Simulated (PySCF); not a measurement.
Simulated C 1s region for `C(=O)CCCl` (3-chloropropanal), binding energy against the vacuum level.

Every computed line was given a Gaussian of 0.8 eV full width at half maximum and an area set by the number of equivalent atoms; the highest printed point is 100. Theory: PySCF 2.14.0, delta-SCF UKS SCAN, pcX-2 on the ionised atom, pcseg-1 elsewhere, spin-free X2C.

binding energy (eV), intensity and a bar:
```
    290.5          0 
    290.6          1 
    290.7          1 
    290.8          3 #
    290.9          6 ##
    291.0         12 ###
    291.1         20 ######
    291.2         33 ##########
    291.3         49 ###############
    291.4         66 ####################
    291.5         82 #########################
    291.6         94 ############################
    291.7        100 ##############################
    291.8         99 ##############################
    291.9         93 ############################
    292.0         86 ##########################
    292.1         81 ########################
    292.2         81 ########################
    292.3         86 ##########################
    292.4         93 ############################
    292.5         99 ##############################
    292.6        100 ##############################
    292.7         94 ############################
    292.8         83 #########################
    292.9         67 ####################
    293.0         50 ###############
    293.1         35 ##########
    293.2         24 #######
    293.3         19 ######
    293.4         20 ######
    293.5         26 ########
    293.6         38 ###########
    293.7         53 ################
    293.8         70 #####################
    293.9         85 ##########################
    294.0         95 ############################
    294.1         97 #############################
    294.2         91 ###########################
    294.3         78 #######################
    294.4         62 ##################
    294.5         44 #############
    294.6         29 #########
    294.7         18 #####
    294.8         10 ###
    294.9          5 #
    295.0          2 #
    295.1          1 
    295.2          0
```

How many maxima does the curve show, and how many computed lines lie under it?

The curve has 3 maxima (at 291.7, 292.6 and 294.1 eV). Under it lie 3 lines from 3 inequivalent carbon sites.

Decompose the envelope and assign each component. Numbering: `[O:1]=[CH:2][CH2:3][CH2:4][Cl:5]`.

| position (eV) | relative area | line | atoms | environment |
| --- | --- | --- | --- | --- |
| 291.70 | 1 | C 1s | C3 | sp3 carbon next to a carbonyl |
| 292.60 | 1 | C 1s | C4 | sp3 C–Cl carbon |
| 294.08 | 1 | C 1s | C2 | aldehyde carbon |

The listed C 1s values span 2.38 eV, from C3 (bonded to 2 C and 2 H) to C2 (bonded to O (double bond), C and H). Summing the Pauling electronegativity differences to the bonded atoms, each weighted by its formal bond order, gives -0.70 for the lowest site and +1.43 for the highest; no listed site has a larger sum than the highest.

No satellites, vibrations or lifetime broadening are included. The unrestricted hole states depart most from a pure doublet (⟨S²⟩ = 0.75; over 0.85 named) for C 1s of C2 (0.93), which makes this value less certain. Geometry: GFN2-xTB, one conformer, isolated molecule.

The run took 33 s wall on one thread, Arm Neoverse V1, on a shared host.

The values belong to the conformer `[O:1]=[CH:2][CH2:3][CH2:4][Cl:5]`: O1–C2–C3–C4 0°, C2–C3–C4–Cl5 180°.
